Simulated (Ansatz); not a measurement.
Two shapes of singlet HClO.

Shape 1:

```xyz
3

O     0.0000    0.8387   -0.7152
H     0.0000    1.5947   -0.1097
Cl    0.0000   -0.4885    0.3430
```

Shape 2:

```xyz
3

O     0.0000    0.7716   -0.6580
H     0.0000    1.4671   -0.1009
Cl    0.0000   -0.4494    0.3156
```

Basis set: 6-31G* (spherical functions). Left uncorrelated: 6 orbitals. Charge 0, multiplicity 1.

Computed with Ansatz (development build ahead of 0.2.0); each method stands on the lowest determinant of its kind that the runs found.

Problem. Which shape is lower in energy, and by how much in each method?

Solution.

```tsv
method	E(2) − E(1) (eV)
RHF	0.346
RHF-MP2	0.606
```

Shape 1 is lower.
